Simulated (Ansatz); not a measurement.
C$_{4}$H$_{6}$OS (`C#CCS(C)=O`). Charge 0, multiplicity 1. The structure was optimised at the PBE0-D4/def2-TZVP level. It is one conformer, not always the lowest.

```xyz
12

C     2.268   -0.531   -0.232
C     1.225   -0.688    0.341
C    -0.046   -0.830    1.000
S    -1.186    0.600    0.762
C    -1.114    0.645   -1.030
O    -0.500    1.811    1.252
H     3.203   -0.401   -0.724
H     0.070   -0.888    2.086
H    -0.590   -1.719    0.665
H    -0.080    0.797   -1.344
H    -1.518   -0.283   -1.440
H    -1.733    1.488   -1.336
```

(1) What is the dipole moment at ωB97M-V/def2-TZVPP? (An estimate is asked.)

(2) And with PBE, r2SCAN, B3LYP? (Estimate.)

(3) Give the Mulliken charges with ωB97M-V, r2SCAN, PBE in def2-TZVPP. (An estimate is asked.)

Answers

(1) The calculation gave: 3.69 D, with components (-0.64, -2.97, -2.09) D in this frame, pointing from negative to positive charge.

(2) Ansatz gave: PBE 3.37 D, r2SCAN 3.51 D, B3LYP 3.63 D.

(3) The calculation gave: 
```json
{"atom": "C1", "ωB97M-V": "0.02", "r2SCAN": "0.11", "PBE": "0.06"}
{"atom": "C2", "ωB97M-V": "-0.31", "r2SCAN": "-0.38", "PBE": "-0.33"}
{"atom": "C3", "ωB97M-V": "-0.29", "r2SCAN": "-0.16", "PBE": "-0.19"}
{"atom": "S4", "ωB97M-V": "0.50", "r2SCAN": "0.47", "PBE": "0.39"}
{"atom": "C5", "ωB97M-V": "-0.38", "r2SCAN": "-0.21", "PBE": "-0.29"}
{"atom": "O6", "ωB97M-V": "-0.54", "r2SCAN": "-0.54", "PBE": "-0.47"}
{"atom": "H7", "ωB97M-V": "0.24", "r2SCAN": "0.24", "PBE": "0.21"}
{"atom": "H8", "ωB97M-V": "0.16", "r2SCAN": "0.10", "PBE": "0.13"}
{"atom": "H9", "ωB97M-V": "0.16", "r2SCAN": "0.09", "PBE": "0.12"}
{"atom": "H10", "ωB97M-V": "0.16", "r2SCAN": "0.11", "PBE": "0.13"}
{"atom": "H11", "ωB97M-V": "0.13", "r2SCAN": "0.08", "PBE": "0.10"}
{"atom": "H12", "ωB97M-V": "0.15", "r2SCAN": "0.09", "PBE": "0.13"}
```

B3LYP here is the variant with VWN-RPA as its local correlation; programs differ in this.
